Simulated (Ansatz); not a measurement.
This geometry of CH$_{6}$SSi (9 atoms, charge 0, multiplicity 1) is a first-order saddle point.

These are results of Ansatz, RKS PBE-D4/def2-SVP, not measurements.

```xyz
9
Properties=species:S:1:pos:R:3
C -0.707 0.814 -0.807
Si 0.430 -0.478 -0.016
S 0.191 -0.260 2.129
H -1.466 0.329 -1.452
H -0.125 1.523 -1.428
H -1.242 1.399 -0.032
H 1.868 -0.257 -0.411
H 0.059 -1.873 -0.451
H 1.080 -1.243 2.450
```

Problem. Which two structures does it join? (They come from a converged band through this point; their orientation in space is the band's.)

Solution. No bond is made or broken. The dihedral H6–C1–Si2–S3 goes from 61 to -60°. The two ends are copies of one structure, up to a mirror image or an exchange of like atoms.

Image 0:

```xyz
9
Properties=species:S:1:pos:R:3
C -0.710 0.806 -0.801
Si 0.494 -0.404 -0.005
S -0.065 -0.529 2.088
H -1.753 0.448 -0.697
H -0.486 0.915 -1.881
H -0.633 1.804 -0.327
H 1.914 0.082 -0.148
H 0.406 -1.757 -0.662
H 0.921 -1.410 2.416
```

Image 10:

```xyz
9
Properties=species:S:1:pos:R:3
C -0.701 0.814 -0.799
Si 0.399 -0.498 -0.015
S 0.300 -0.168 2.128
H -0.700 0.705 -1.903
H -0.338 1.831 -0.551
H -1.745 0.717 -0.442
H 1.817 -0.372 -0.509
H -0.086 -1.881 -0.365
H 1.143 -1.193 2.438
```

Problem. How far does it lie above each of them?

Solution. 1.5 kcal/mol above the first and 1.5 kcal/mol above the second. This is the barrier of this one path; another mechanism may lie lower.

Run time: 3.2 min on 1 thread of Arm Neoverse N1 (shared host), peak memory 0.12 GiB.
